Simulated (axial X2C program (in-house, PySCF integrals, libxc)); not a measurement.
## Curves of CO⁺ by EOM-IP-CCSD

Calculated with an in-house all-electron X2C program for linear molecules (integrals from PySCF): two-component X2C with atomic mean-field Coulomb and Gaunt terms, Gaussian nuclei, basis O dyall-av3z, C dyall-v3z with contracted cores.

Energies in eV from the lowest point of the lowest state; states are followed by energy order within each Ω. Reference: CO, 10 electrons correlated in 94 virtual spinors with an MP2 remainder; levels at this size can be off by some tenths of an eV. Masses 15.995 and 12.000 u.

```json
{"R (Å)": "1.034", "(1)Ω=1/2": "0.4592", "(1)Ω=3/2": "4.7023", "(2)Ω=1/2": "4.7173", "(3)Ω=1/2": "6.5296"}
{"R (Å)": "1.079", "(1)Ω=1/2": "0.0606", "(1)Ω=3/2": "3.6282", "(2)Ω=1/2": "3.6428", "(3)Ω=1/2": "5.9092"}
{"R (Å)": "1.124", "(1)Ω=1/2": "0.0000", "(1)Ω=3/2": "2.9384", "(2)Ω=1/2": "2.9526", "(3)Ω=1/2": "5.6391"}
{"R (Å)": "1.175", "(1)Ω=1/2": "0.2211", "(1)Ω=3/2": "2.5078", "(2)Ω=1/2": "2.5217", "(3)Ω=1/2": "5.6454"}
{"R (Å)": "1.225", "(1)Ω=1/2": "0.6515", "(1)Ω=3/2": "2.3445", "(2)Ω=1/2": "2.3581", "(3)Ω=1/2": "5.8875"}
{"R (Å)": "1.293", "(1)Ω=1/2": "1.4234", "(1)Ω=3/2": "2.4138", "(2)Ω=1/2": "2.4271", "(3)Ω=1/2": "6.4552"}
```

Q: Fit the curves (1)Ω=1/2, (3)Ω=1/2 near their minima.

A: At EOM-IP-CCSD from CO (the fit fixes ωe to about one per cent; ωe of higher roots by this method can be off by ten per cent):

| state | Te (cm⁻¹) | Re (Å) | ωe (cm⁻¹) |
| --- | --- | --- | --- |
| (1)Ω=1/2 | 0 | 1.111 | 2294.2 |
| (3)Ω=1/2 | 45320 | 1.147 | 2089.1 |

For CO at CCSD, and between the minima:

Re = 1.128 Å, ωe = 2214.0 cm⁻¹; removing the electron costs 14.160 eV without zero-point terms.

T1 of the reference reaches 0.029 (Lee–Taylor). Curves followed by order can swap character. Number of frozen shells: O 1 s; C 1 s. Roots with under 60 % one-particle weight at any point are counted in the labels but not shown, and the list ends where the roots sought for some Ω run out; states that need a further excitation are missing and may lie low or lowest. Curves with a minimum but no constants failed the fit check.
